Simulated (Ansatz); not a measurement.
## Molecular dynamics, step by step

N₂HCl (SMILES Cl.N#N), closed shell, CAM-B3LYP-D4/def2-SVP (Ansatz 0.2.0). Settings (timestep in fs, temperature in K; T counts 6 degrees of freedom):

```yaml
hamiltonian: {xc: {name: CAM-B3LYP}, dispersion: d4}
md: {n_steps: 40, timestep: 0.25, temperature: 100, ensemble: nvt_nose_hoover, seed: 760, initial_velocities: maxwell_boltzmann}
```

Start (the SMILES describes the start alone):

| atom | x (Å) | y (Å) | z (Å) |
| --- | --- | --- | --- |
| Cl1 | -0.0027 | 0.1744 | -2.3916 |
| H2 | -0.0004 | 0.0797 | -1.1140 |
| N3 | 0.0015 | -0.0884 | 1.2098 |
| N4 | 0.0017 | -0.1656 | 2.2959 |

```tsv
step	time (fs)	potential energy less the start (meV)	kinetic energy (meV)	T (K)
0	0.00	0.0	25.9	100
2	0.50	-1.0	26.8	104
4	1.00	-1.8	27.6	107
6	1.50	-2.2	28.1	109
8	2.00	-2.2	28.1	109
10	2.50	-1.8	27.6	107
12	3.00	-1.1	27.0	104
14	3.50	-0.4	26.3	102
16	4.00	0.2	25.7	99
18	4.50	0.5	25.4	98
20	5.00	0.5	25.4	98
22	5.50	0.2	25.6	99
24	6.00	-0.1	26.0	100
26	6.50	-0.4	26.3	102
28	7.00	-0.6	26.4	102
30	7.50	-0.5	26.4	102
32	8.00	-0.4	26.2	101
34	8.50	-0.3	26.1	101
36	9.00	-0.3	26.1	101
38	9.50	-0.5	26.3	102
40	10.00	-0.8	26.6	103
```

Step 14, positions (Å) and forces (eV/Å):

| atom | x | y | z | Fx | Fy | Fz |
| --- | --- | --- | --- | --- | --- | --- |
| Cl1 | -0.002 | 0.173 | -2.389 | -0.002 | -0.017 | 0.477 |
| H2 | -0.008 | 0.119 | -1.087 | 0.002 | 0.014 | -0.469 |
| N3 | -0.004 | -0.080 | 1.202 | 0.003 | -0.017 | 0.251 |
| N4 | 0.006 | -0.173 | 2.294 | -0.003 | 0.020 | -0.259 |

Step 30, positions (Å) and forces (eV/Å):

| atom | x | y | z | Fx | Fy | Fz |
| --- | --- | --- | --- | --- | --- | --- |
| Cl1 | -0.001 | 0.170 | -2.384 | 0.002 | 0.006 | -0.219 |
| H2 | -0.017 | 0.165 | -1.103 | -0.003 | -0.011 | 0.226 |
| N3 | -0.010 | -0.070 | 1.195 | 0.020 | -0.086 | 0.929 |
| N4 | 0.011 | -0.181 | 2.290 | -0.019 | 0.091 | -0.935 |

Step 34, positions (Å) and forces (eV/Å):

| atom | x | y | z | Fx | Fy | Fz |
| --- | --- | --- | --- | --- | --- | --- |
| Cl1 | -0.001 | 0.170 | -2.382 | 0.005 | 0.004 | -0.413 |
| H2 | -0.019 | 0.177 | -1.107 | -0.006 | -0.010 | 0.420 |
| N3 | -0.012 | -0.067 | 1.195 | 0.014 | -0.052 | 0.575 |
| N4 | 0.012 | -0.182 | 2.287 | -0.014 | 0.058 | -0.583 |

Last step (40):

```
4
angstrom
Cl -0.0008 0.1691 -2.3808
H -0.0223 0.1935 -1.1067
N -0.0143 -0.0637 1.1953
N 0.0143 -0.1850 2.2825
```

The run took about 21 s on 2 CPU threads of an Arm Neoverse V1 (shared host).
